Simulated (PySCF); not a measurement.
## Gas-phase thermal properties of t-C2H2Cl2

Method: PySCF energies (xtb for GFN2) plus ideal-gas RRHO corrections (1 bar). 6-31G* has spherical d functions here. All species are closed-shell singlets. B3LYP is the form with VWN-RPA correlation. The harmonic model lacks anharmonicity and excited electronic states, which grow with temperature; levels with a mode under 35 cm⁻¹ are left out.

```tsv
level	point group	σ	ZPE (kJ/mol)	S°298 (J/mol/K)	Cp298 (J/mol/K)	S°1000 (J/mol/K)	H1000 − H298 (kJ/mol)
B3LYP/6-31G*	C2h	2	89.2	290.8	66.2	397.5	64.9
GFN2-xTB	C2h	2	84.6	292.6	68.2	401.6	66.2
HF/6-31G*	C2h	2	96.8	287.5	62.8	390.0	62.5
PBE/def2-SVP	C2h	2	85.8	291.7	67.4	400.2	65.9
PBE0/def2-TZVP	C2h	2	89.4	289.9	65.6	396.3	64.7
```
σ: rotational symmetry number. Electronic degeneracy used: 1. Frequencies are unscaled.
